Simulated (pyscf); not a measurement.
PySCF, gas phase, ωB97X-D3(BJ)/def2-SVP geometries.

Estimate the classical barrier height and the reaction energy of H₂Al–PH₂ + PH₃ → H₂P–AlH–PH₂ + H₂ at r²SCAN/def2-TZVP. The step runs on the singlet surface, breaks Al–H, H–P and forms Al–P, H–H; take the separated reactants as zero.

ΔE‡ = 55.1 kJ/mol, ΔE = -38.6 kJ/mol. ωB97M-D3(BJ)/def2-TZVP gives 84.1 kJ/mol and -26.5 kJ/mol. Zero-point energy shifts the barrier by +3.3 kJ/mol. It is a four-centre exchange, with an imaginary mode of 1264i cm⁻¹. On the reactant side the descent ends in a complex (not fully relaxed), 22.1 kJ/mol under the separated species and 92.5 kJ/mol under the saddle at ωB97X-D3(BJ)/def2-TZVP. At the saddle there is also a short Al–H contact that neither side keeps. At ωB97X-D3(BJ)/def2-TZVP the barrier from the zero used here is 70.4 kJ/mol. This is the saddle that the search found; another between the same sides may lie lower.
